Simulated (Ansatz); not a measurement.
# H3OSi (charge -1): composite energy at a relaxed geometry

A script is to give a composite energy at a relaxed geometry; the system is H3OSi (charge -1). SMILES: [O-][SiH3].

Computed with Ansatz 0.2.0 through its Python package. The levels of theory stand in the script.

## Step 1: The system

Bond lengths: O1–Si2 1.535 Å, Si2–H3 1.516 Å, Si2–H4 1.516 Å, Si2–H5 1.516 Å. Angles: O1–Si2–H3 116.1°, O1–Si2–H4 116.1°, O1–Si2–H5 116.1°, H3–Si2–H4 102.1°, H3–Si2–H5 102.1°, H4–Si2–H5 102.1°.

No structure file is read: the coordinates are typed or built in the script.

## Step 2: Script

Input file h3osi.py:

```python
"""A composite energy for H3OSi(-): DFT geometry, MP2 basis limit, coupled-cluster correction."""

from dataclasses import dataclass
import logging
import sys

import ansatz as az
import numpy as np

logging.basicConfig(stream=sys.stdout, format="[%(levelname)s] %(message)s")
log = logging.getLogger("h3osi")
log.setLevel(logging.INFO)


@dataclass(frozen=True)
class RunConfig:
    basis: str = "def2-SVP"
    functional: str = "b3lyp"
    charge: int = -1


settings = RunConfig()

GEOMETRY = """
O    -1.44417    0.27139    0.70010
Si   -0.08270    0.01560    0.03980
H    -0.10444   -0.24742   -1.45260
H     0.69783   -1.17461    0.56142
H     0.93348    1.13504    0.15128
"""

geometry = az.Crystal.molecule()
for line in GEOMETRY.strip().splitlines():
    symbol, *xyz = line.split()
    geometry = geometry.atom(symbol, [float(v) for v in xyz])

base = (
    geometry.calculation()
    .basis(gaussian=settings.basis)
    .functional(settings.functional)
    .charge(settings.charge)
)
symbols = [site.symbol for site in geometry.cartesian_sites]
start = np.array([site.position_ang for site in geometry.cartesian_sites], dtype=float)
summary = base.relax(force_tolerance=0.01).run(threads=1, pin="off").report
end = np.array(summary["positions_ang"])
log.info("final positions (A) and the move of each atom")
for symbol, xyz, old in zip(symbols, end, start):
    log.info(f"{symbol:2s} {xyz[0]:10.5f} {xyz[1]:10.5f} {xyz[2]:10.5f}   {np.linalg.norm(xyz - old):7.4f}")

minimum = az.Crystal.molecule()
for symbol, place in zip(symbols, end):
    minimum = minimum.atom(symbol, place.tolist())
at_minimum = minimum.calculation().charge(settings.charge)
# MP2 extrapolated to the basis limit, plus the small-basis difference CCSD(T) - MP2
level = lambda method, basis: at_minimum.basis(gaussian=basis).correlation(method).run(threads=1, pin="off").report
small, large, cluster = level("mp2", "cc-pVDZ"), level("mp2", "cc-pVTZ"), level("ccsd_t", "cc-pVDZ")
corr = lambda each: (each["free_energy_ev"] - each["reference_energy_ev"]) / 27.211386246
mp2_limit = (27 * corr(large) - 8 * corr(small)) / 19
pieces = {"HF / cc-pVTZ": large["reference_energy_ev"] / 27.211386246, "MP2 correlation, DZ-TZ limit": mp2_limit, "CCSD(T) - MP2 / cc-pVDZ": corr(cluster) - corr(small)}
for name, value in pieces.items():
    log.info(f"{name:32s} {value:14.6f} Ha")
log.info(f"{'sum':32s} {sum(pieces.values()):14.6f} Ha")
print("T1 diagnostic", round(cluster["correlation"]["coupled_cluster"]["t1_diagnostic"], 4))
```

## Step 3: Running it

Launch:

```sh
$ python h3osi.py
```

Log:

```text
[INFO] final positions (A) and the move of each atom
[INFO] O    -1.50293    0.28256    0.72874    0.0663
[INFO] Si   -0.10512    0.01978    0.05091    0.0254
[INFO] H    -0.07948   -0.25304   -1.47053    0.0312
[INFO] H     0.72556   -1.18420    0.55141    0.0310
[INFO] H     0.96197    1.13489    0.13947    0.0308
[INFO] HF / cc-pVTZ                        -365.605294 Ha
[INFO] MP2 correlation, DZ-TZ limit          -0.427097 Ha
[INFO] CCSD(T) - MP2 / cc-pVDZ               -0.030334 Ha
[INFO] sum                                 -366.062725 Ha
T1 diagnostic 0.0181
```

Wall time 5.6 s (1 thread of Arm Neoverse V2, shared host); peak memory 0.2 GiB.

Lines on the test bed's own set-up are left out of the output.

A comment line of the script is reworded here; the code is as run.

## Step 4: How the relaxation of run 0 went

The steps of the relaxation:

```csv
step,E - E(step 1) (eV),largest force component (eV/Å)
1,0.0000,1.9772
2,-0.0691,0.8514
3,-0.0795,0.1668
4,-0.0798,0.0121
5,-0.0798,0.0012
```

Step 1 is the start.

Before: Bond lengths: O1–Si2 1.535 Å, Si2–H3 1.516 Å, Si2–H4 1.516 Å, Si2–H5 1.516 Å. Angles: O1–Si2–H3 116.1°, O1–Si2–H4 116.1°, O1–Si2–H5 116.1°, H3–Si2–H4 102.1°, H3–Si2–H5 102.1°, H4–Si2–H5 102.1°.

After: Bond lengths: O1–Si2 1.576 Å, Si2–H3 1.546 Å, Si2–H4 1.546 Å, Si2–H5 1.546 Å. Angles: O1–Si2–H3 117.9°, O1–Si2–H4 117.9°, O1–Si2–H5 117.9°, H3–Si2–H4 99.9°, H3–Si2–H5 99.9°, H4–Si2–H5 99.9°.

Run 0 is this relaxation; the runs after it count from 1.

## Step 5: The engine's runs

One row for each of the 3 runs:

| run | basis | method | energy (eV) | iterations in all | CPU time (s) |
| --- | --- | --- | --- | --- | --- |
| 1 | cc-pVDZ | mp2 | -9955.3334 | 11 | 0.17 |
| 2 | cc-pVTZ | mp2 | -9959.2840 | 11 | 0.53 |
| 3 | cc-pVDZ | ccsd_t | -9956.1588 | 17 | 0.38 |

## Step 6: Summary of results

| quantity | value |
| --- | --- |
| T1 diagnostic | 0.0181 |
| runs compared | 3 |

In words: All 3 runs converged, in 11 to 17 cycles. A T1 diagnostic under about 0.02 supports a single-reference treatment, as here. Run 0: The relaxation took 4 moves; the largest shift is 0.066 Å, of atom 1 (O). Reading the output:
- The sum leaves out core correlation, relativity, the Hartree-Fock basis error and zero-point energy; a DZ-TZ extrapolation is rough.
- b3lyp holds the VWN-RPA fit, as in Gaussian; the form of ORCA and Turbomole is b3lyp5.
- Inner cores stay frozen, so this is valence correlation.
- For Al to Cl the sets with a tight d function, cc-pV(X+d)Z, are usual.
- An extrapolation from small basis sets is rough.
- Anions want diffuse functions, which this basis lacks.
